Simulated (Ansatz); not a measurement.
# B₂H, quartet: vertical spin and charge gaps

Geometry (PBE0/def2-TZVP stationary point for this spin, not checked as a minimum):

```xyz
3

B     0.0000    0.0000    0.1141
B     0.0000    0.0000   -1.4064
H     0.0000    0.0000    1.2923
```

Basis 6-31G; Ansatz 0.2.0. Only valence electrons are correlated (noble-gas cores frozen). Prefix R: restricted or restricted open-shell reference; prefix U: unrestricted. Active spaces: valence = (7e, 9o) chosen from the atoms' valence shells.

Gaps are energies of the second state less the first, at fixed atoms, for a selection of the levels run; each method lands on the state that its own search finds for that charge and spin.

Unrestricted rows (U, and Kohn–Sham where it breaks symmetry) aren't spin-pure: their determinants' ⟨S²⟩ exceeds S(S+1) by up to 1.00, so they mix in states of higher spin. HF rows are the lowest solutions found. Coupled cluster chose its determinant by trial CCSD, here up to 0.07 eV above the lowest Hartree–Fock solution of its kind, and MP2 stands on that determinant too. For open shells CISD and CISDTQ are restricted-active-space CI with the open shells as a complete middle space. The determinant of the B2H doublet fills πx and πy unequally, so it is a mixture of Σ and Δ, which weighs on every level built on one determinant. A value is left out where its run failed or describes another state than the reference as far as symmetry and spin tell, or, spin-broken singlets apart, can't be checked.

Problem. PBE gives 0.680 eV for doublet less quartet. Estimate what full CI gives in 6-31G.

Solution. Full CI in 6-31G gives 1.246 eV, so against it PBE is off by -0.566 eV.

By full CI's occupations no single determinant describes the doublet well.

```csv
level,gap (eV),error (meV),⟨S²⟩ where 0.1 over S(S+1) (first / second)
UCCSD(T)*,0.235,-1011,– / 1.75
UCCSDT*,1.266,20,– / 1.75
RCCSDT(Q)*,1.242,-4,– / –
UCCSDT(Q)*,1.241,-5,– / 1.75
RCCSDTQ*,1.247,1,– / –
NEVPT2 (valence space),1.260,14,– / –
MRCISD (valence space),1.247,1,– / –
r2SCAN,0.672,-574,– / 1.75
B3LYP,0.563,-683,– / 1.75
RPA-PBE,0.755,-491,– / 1.75
```

An asterisk marks runs whose energy the program itself flagged as in doubt.

Problem. PBE gives 9.692 eV for removing an electron, to the triplet. Estimate what full CI gives in 6-31G.

Solution. Full CI in 6-31G gives 9.134 eV, so against it PBE is off by 0.558 eV.

| level | gap (eV) | error (meV) |
| --- | --- | --- |
| RHF | 8.647 | -487 |
| UHF | 8.676 | -458 |
| RMP2 | 9.090 | -44 |
| UMP2 | 9.096 | -38 |
| CISD | 9.088 | -46 |
| RCCSD | 9.108 | -26 |
| UCCSD | 9.109 | -25 |
| RCCSD(T) | 9.128 | -6 |
| UCCSD(T) | 9.128 | -6 |
| BCCD(T) | 9.126 | -8 |
| RCCSDT | 9.130 | -4 |
| UCCSDT | 9.130 | -4 |
| CISDTQ | 9.133 | -1 |
| RCCSDT(Q) | 9.133 | -1 |
| UCCSDT(Q) | 9.133 | -1 |
| RCCSDTQ | 9.134 | 0 |
| UCCSDTQ | 9.134 | 0 |
| CASSCF (valence space) | 8.858 | -276 |
| NEVPT2 (valence space) | 9.047 | -87 |
| MRCISD (valence space) | 9.124 | -10 |
| MRCISD+Q (valence space) | 9.131 | -3 |
| r2SCAN | 9.747 | 613 |
| B97M-V | 9.641 | 507 |
| PBE0 | 9.631 | 497 |
| B3LYP | 9.466 | 332 |
| wB97M-V | 9.400 | 266 |
| B2PLYP | 9.246 | 112 |
| RPA-PBE | 9.074 | -60 |

Removing an electron, to the quintet: 13.695 eV at full CI (quartet A2, quintet ion A2, in C2v).

Large singles or doubles amplitudes warn of static correlation in the B2H⁺ quintet.

```
                 level  gap (eV)  error (meV)
                   RHF    13.505         -190
                   UHF    13.517         -178
                UCCSD*    13.721           26
               BCCD(T)    13.709           14
               UCCSDT*    13.695            0
             RCCSDT(Q)    13.696            1
            UCCSDT(Q)*    13.694           -1
MRCISD (valence space)    13.687           -8
                r2SCAN    14.085          390
                  PBE0    14.237          542
```

Sextet less quartet: 8.710 eV at full CI (quartet A2, sextet B1, in C2v).

```tsv
level	gap (eV)	error (meV)
UHF	8.006	-704
RCCSD	8.697	-13
RCCSD(T)	8.711	1
UCCSD(T)	8.712	2
RCCSDT	8.706	-4
UCCSDT	8.705	-5
CISDTQ	8.708	-2
RCCSDTQ	8.709	-1
MRCISD+Q (valence space)	8.718	8
B2PLYP	9.118	408
```

In so small a basis the reference is far from its limit while semilocal and hybrid functionals are nearer theirs (RPA and double hybrids share much of the reference's basis error), so the functionals' errors here hold much of the reference's basis and frozen-core error, which can add to them or hide them.

Full CI is exact within this basis and frozen core; it isn't the basis-set limit. The frozen core follows each run's orbitals, which can shift R against U totals by a few meV.
